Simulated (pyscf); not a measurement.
HO–BH–OH (SMILES OBO) + HCl (SMILES Cl) → HO–BH–OH (SMILES OBO) + HCl (SMILES Cl) (four-centre exchange; singlet surface; H–O, Cl–H broken, H–O, Cl–H formed). Single points on ωB97X-D3(BJ)/def2-SVP structures (PySCF, gas phase). MP2 and CC: frozen core, UHF for open shells. ΔMP2 is the change of the MP2 total energy from the triple- to the quadruple-zeta basis. Energies in eV from the separated reactants.

```
level                             barrier  reaction energy
--------------------------------  -------  ---------------
ωB97X-D3(BJ)/def2-TZVP               1.37             0.00
r²SCAN/def2-TZVP                     1.20             0.00
B3LYP-D3(BJ)/def2-TZVP                [?]             0.00
ωB97M-D3(BJ)/def2-TZVP               1.34             0.00
MP2/def2-QZVPP                       1.33             0.00
CCSD(T)/def2-TZVPP                   1.47             0.00
CCSD(T)/def2-TZVPP + ΔMP2(QZVPP)      [?]             0.00
```

Problem. What belongs in the gaps?

Solution. 
- B3LYP-D3(BJ)/def2-TZVP, barrier: 1.27
- CCSD(T)/def2-TZVPP + ΔMP2(QZVPP), barrier: 1.42

Of the functionals in the table, ωB97X-D3(BJ) is closest to CCSD(T)/def2-TZVPP + ΔMP2(QZVPP) in the barrier (0.05 eV apart) and r²SCAN least close (0.22 eV); that level has limits of its own. On the product side the descent ends in a complex, 0.25 eV under the separated species and 1.62 eV under the saddle at ωB97X-D3(BJ)/def2-TZVP. The same reactants have a lower exit, to H₂O + HO–BH–Cl (barrier +0.93 eV at ωB97M-D3(BJ), against +1.34 eV here). One saddle was located; it need not be the lowest between these sides. The CCSD(T) − MP2 part came from Ansatz, without density fitting, on the same reference.
